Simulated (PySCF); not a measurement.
## Property card for `CCC1CC1`

C5H10.
Cartesian coordinates in Å at the GFN2-xTB level; atoms count from 1:
```
atom  x, y, z in Å
C1    -1.9556   -0.3303    0.2115
C2    -0.8210    0.6105   -0.1839
C3     0.4410   -0.1538   -0.5075
C4     1.3647   -0.5689    0.5972
C5     1.7799    0.5028   -0.3653
H6    -2.8534    0.2321    0.4572
H7    -2.1896   -1.0099   -0.6050
H8    -1.6690   -0.9229    1.0773
H9    -1.1231    1.2001   -1.0540
H10   -0.6229    1.3051    0.6351
H11    0.3249   -0.8496   -1.3304
H12    1.8480   -1.5324    0.5373
H13    1.1146   -0.2726    1.6049
H14    2.5478    0.2771   -1.0895
H15    1.8092    1.5207   -0.0069
```

Structural features include: cyclopropane ring.

GFN2-xTB geometry:

```yaml
Point_group_of_the_GFN2-xTB_geometry: C1
Rotational_constants_A_B_C_of_the_GFN2-xTB_geometry: 11.942, 3.153, 2.839 GHz
```

From B3LYP/def2-SVPD ground state and vertical TDDFT (core frozen in the response) (PySCF):

```yaml
Dipole_moment: 0.10 D
HOMO_energy: -7.71 eV
LUMO_energy: 0.67 eV
HOMO–LUMO_gap: 8.38 eV
Lowest_singlet_excitation: 7.46 eV (166 nm, f = 0.011)
Strongest_line_among_the_8_lowest_singlet_transitions: S4 at 7.87 eV (158 nm, f = 0.045)
Lowest_triplet_excitation_Tamm–Dancoff: 7.34 eV
Static_isotropic_polarisability: 59.6 au
Electronic_spatial_extent_⟨r²⟩_about_the_centre_of_nuclear_charge: 507 bohr²
```

Monoisotopic mass from the formula: 70.0783 u.

The dipole matches unit charges of opposite sign 0.02 Å apart (1 e·Å = 4.8032 D). S1 lies 0.92 eV below the HOMO–LUMO gap; its leading configuration is HOMO→LUMO, weight 0.94. In wavenumbers S1 is 60200 cm⁻¹ (1 eV = 8065.54 cm⁻¹). No computed singlet falls in the visible range (750 to 380 nm, 1.65 to 3.26 eV); S1 lies 4.20 eV above its blue end. The vertical singlet–triplet gap S1 − T1 is 0.12 eV (TDDFT singlet less Tamm–Dancoff triplet; S1: HOMO→LUMO, weight 0.94; T1: HOMO→LUMO, weight 0.90).

One conformer (not necessarily the lowest) at the GFN2-xTB geometry, without solvent, vibrations or thermal averaging.
